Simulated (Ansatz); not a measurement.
AlH$_{7}$OSi, SMILES `[AlH3-][OH+][SiH3]`. Total charge 0; spin multiplicity 1. The structure was optimised at the PBE0-D4/def2-TZVP level.

```xyz
10

Al    1.041   -0.256   -1.297
O    -0.678    0.045   -0.380
Si   -0.629    0.214    1.315
H     1.174    1.008   -2.260
H     0.858   -1.699   -1.952
H     1.772   -0.178    0.141
H    -1.531    0.074   -0.820
H     0.162    1.408    1.663
H    -0.111   -1.027    1.918
H    -2.058    0.410    1.672
```

(1) What is the dipole moment at r2SCAN/def2-TZVPP? (Best estimate.)

(2) And with PBE, B3LYP, ωB97M-V? (Best estimate.)

(3) Give the Mulliken charges with r2SCAN, PBE, B3LYP in def2-TZVPP. (Best estimate.)

## Answers

(1) Ansatz gave: 4.29 D, with components (-3.73, 0.62, 2.02) D in this frame, pointing from negative to positive charge.

(2) The calculation gave: PBE 4.17 D, B3LYP 4.31 D, ωB97M-V 4.36 D.

(3) The calculation gave: 
```tsv
atom	r2SCAN	PBE	B3LYP
Al1	0.38	0.22	0.33
O2	-0.26	-0.18	-0.23
Si3	0.42	0.31	0.39
H4	-0.20	-0.15	-0.18
H5	-0.20	-0.16	-0.18
H6	-0.22	-0.17	-0.21
H7	0.21	0.20	0.20
H8	-0.03	-0.01	-0.02
H9	-0.03	-0.01	-0.02
H10	-0.06	-0.05	-0.06
```

B3LYP here is the variant with VWN-RPA as its local correlation; programs differ in this.
